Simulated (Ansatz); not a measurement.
Equilibrium lattice constant a (Å) of solids drawn from the class of elemental solids other than molecular ones, at two levels: LDA (Ansatz, a first-principles code, PAW), and PBEsol (PAW; Ansatz).

```json
[
 {"solid": "bcc K", "LDA": "5.044", "PBEsol": "5.215", "shift (%)": "+3.39"},
 {"solid": "fcc Sr", "LDA": "5.793", "PBEsol": "5.922", "shift (%)": "+2.23"},
 {"solid": "bcc V", "LDA": "2.926", "PBEsol": "2.959", "shift (%)": "+1.13"},
 {"solid": "fcc Au", "LDA": "4.047", "PBEsol": "4.083", "shift (%)": "+0.89"},
 {"solid": "bcc Na", "LDA": "4.053", "PBEsol": "4.171", "shift (%)": "+2.91"},
 {"solid": "fcc Pb", "LDA": "4.880", "PBEsol": "4.933", "shift (%)": "+1.09"},
 {"solid": "bcc W", "LDA": "3.135", "PBEsol": "3.154", "shift (%)": "+0.61"},
 {"solid": "fcc Rh", "LDA": "3.754", "PBEsol": "3.780", "shift (%)": "+0.69"},
 {"solid": "bcc Mo", "LDA": "3.111", "PBEsol": "3.130", "shift (%)": "+0.61"},
 {"solid": "fcc Ag", "LDA": "4.001", "PBEsol": "4.054", "shift (%)": "+1.32"}
]
```

The shifts run from +0.61 % to +3.39 %, with a median of +1.11 %.

Over all 10 rows PBEsol is the larger in 10.

Ansatz's runs of these crystals have no spin polarisation.

Spin–orbit coupling is left out, also for the solids with elements from indium on (fcc Au, fcc Pb, bcc W); its size isn't shown.

Ansatz's density-functional and Hartree–Fock values are scalar-relativistic unless marked +SOC, with PAW data made under PBE.
